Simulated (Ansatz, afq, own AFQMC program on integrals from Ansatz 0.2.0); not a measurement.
BNH3, quartet: AFQMC among the cluster methods

```xyz
5

B    -1.2893    0.0000    0.0000
H    -1.8861    1.0336    0.0000
H    -1.8861   -1.0336    0.0000
H     0.0407    0.0000    0.0000
N     1.2637    0.0000    0.0000
```

Connectivity, by distances: BH2 ··· N, 1 bridging H.

Basis cc-pVTZ. Only valence electrons are correlated. Ansatz 0.2.0 and our own AFQMC program on the same integrals; the CISD trial comes from CCSD amplitudes, and released means the phaseless constraint is let go. Error bars are statistical, one sigma.

Determinant: UHF, the one that the program's search chose, which needn't be the lowest solution. The geometry is a point of a scan.

No full CI on the walks' own integrals is used here; CCSDT(Q) serves as the reference and is uncertain by about the last step of the cluster series.

Cautions: lower spins were not checked.

The T1 diagnostic is 0.0151 and the weight of the determinant in the CISD state is 0.896. The ⟨S²⟩ of the determinant is 3.780. The size of the correlated space is 11 electrons in 100 orbitals.

Reference: CCSDT(Q), correlation energy -7.545 eV. The released energy is read at 2.40 1/Eh (meV from the phaseless value at times in 1/Eh: -5 ± 4 at 0.24, -6 ± 4 at 0.51, -2 ± 4 at 0.99, -11 ± 8 at 1.62, -5 ± 6 at 2.40).

| level | E − E(reference) (mEh) | share of correlation (%) |
| --- | --- | --- |
| HF | 277.27 | 0.00 |
| MP2 | 47.30 | 82.94 |
| CCSD | 8.76 | 96.84 |
| CCSD(T) | 1.33 | 99.52 |
| CCSDT | 0.25 | 99.91 |
| ph-AFQMC/CISD | 0.18 ± 0.14 | 99.93 |
| released AFQMC | 0.01 ± 0.21 | 100.00 |

A walk keeps the symmetry of its determinant, which the program's search chose and which needn't be the lowest solution, so a lower state of the same spin and another symmetry isn't excluded. Released energies are given only where the last usable release times agree within the noise; a slower fall can still hide under it.
